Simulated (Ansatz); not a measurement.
## SiO, quintet in cc-pVDZ: errors against UCCSDT(Q)

Geometry: that of the SiO, triplet, kept fixed. The singlet lies 6.6 eV lower here.

```tsv
atom	x (Å)	y (Å)	z (Å)
Si	0.0000	0.0000	0.0000
O	0.0000	0.0000	1.7235
```

Basis cc-pVDZ; Ansatz 0.2.0. Correlated methods freeze the noble-gas cores, which leaves 10 electrons in 26 orbitals. R marks a restricted (for open shells ROHF) determinant, U an unrestricted one. Active spaces: valence = (10e, 8o) chosen from the atoms' valence shells.

Full CI isn't at hand for all of this; UCCSDT(Q) serves as the reference, and is uncertain by about the last step of the cluster series. The frozen core follows each run's orbitals, which can shift R against U totals by a few meV.

For open shells CISD is restricted-active-space CI with the open shells as a complete middle space.

```
UHF ⟨S²⟩                          : 6.013
T1 diagnostic (RCCSD)             : 0.0334
largest doubles amplitude (RCCSD) : 0.057
T1 diagnostic (UCCSD)             : 0.0253
```

| level | E − E(UCCSDT(Q)) (meV) | share of correlation (%) | wall time |
| --- | --- | --- | --- |
| RHF | 5596 | 0.00 | – |
| UHF | 5428 | 3.01 | – |
| RMP2 | 735 | 86.86 | – |
| UMP2 | 730 | 86.95 | – |
| CISD | 380 | 93.22 | 1.6 s |
| RCCSD | 163 | 97.09 | – |
| UCCSD | 157 | 97.20 | – |
| RCCSD(T) | 35 | 99.37 | 0.63 s |
| UCCSD(T) | 35 | 99.38 | 0.84 s |
| BCCD(T) | 38 | 99.32 | 0.84 s |
| RCCSDT | 13 | 99.76 | – |
| UCCSDT | 12 | 99.78 | – |
| RCCSDT(Q) | 3 | 99.94 | 3.7 s |
| CASSCF (valence space) | 4848 | 13.38 | – |
| NEVPT2 (valence space) | 918 | 83.59 | 0.39 s |
| MRCISD (valence space) | 319 | 94.30 | – |
| MRCISD+Q (valence space) | 61 | 98.92 | 0.87 s |

The correlation energy at UCCSDT(Q), counted from RHF, is -5.596 eV. That run took 3.5 s on 1 thread of AMD EPYC 9R45, shared host.

Times hold each run's SCF and search for its determinant on a shared host, so for small cases they say little of a method's own cost; they ran on 1 thread of AMD EPYC 9R45.

Natural occupations of CASSCF (valence space) about the gap: 1.996 1.973 1.004 1.003 1.001 1.000 0.026; effectively unpaired electrons, Σ n²(2−n)², 4.01.
